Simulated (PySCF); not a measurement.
Molecule: SMILES CC(C)(C)CF, C5H11F.

Geometry (Å), atoms numbered from 1 in this order:
```xyz
17

C    -0.618    0.592   -1.283
C    -0.005   -0.007   -0.018
C    -0.887   -1.137    0.514
C     1.401   -0.534   -0.308
C     0.082    1.096    1.030
F     0.631    0.626    2.200
H    -0.708   -0.175   -2.067
H     0.003    1.408   -1.686
H    -1.627    0.992   -1.093
H    -0.486   -1.534    1.457
H    -0.943   -1.964   -0.211
H    -1.914   -0.785    0.703
H     1.875   -0.905    0.612
H     1.367   -1.361   -1.035
H     2.044    0.257   -0.727
H    -0.924    1.493    1.257
H     0.710    1.928    0.664
```

Geometry PBE0-D3(BJ)/def2-SVP throughout; GIAO in PySCF, gas phase, one conformer, non-relativistic; equivalent atoms averaged; functional PBE0.

For orientation, def2-SVP gives these shifts δ (against TMS, CFCl3 at the same level): C5 89.0, C2 30.0, C1/C3/C4 26.3, F6 -214.9, H16/H17 3.83, H7/H8/H9/H10/H11/H12/H13/H14/H15 0.84 ppm.

A run gave: C5 97.0, C2 31.3, C1/C3/C4 29.4, F6 -263.0, H16/H17 4.25, H7/H8/H9/H10/H11/H12/H13/H14/H15 1.14 ppm (shifts δ (against TMS, CFCl3 at the same level)).

Which basis set was used in that run?
A. pcSseg-0
B. 6-311+G(2d,p)
C. pcSseg-1
D. cc-pVDZ
E. 6-31G

Results:

A. F6 tells them apart best: pcSseg-0 gives -263.0, 6-31G gives -246.5, 6-311+G(2d,p) gives -244.6, cc-pVDZ gives -223.8, pcSseg-1 gives -244.2 ppm.
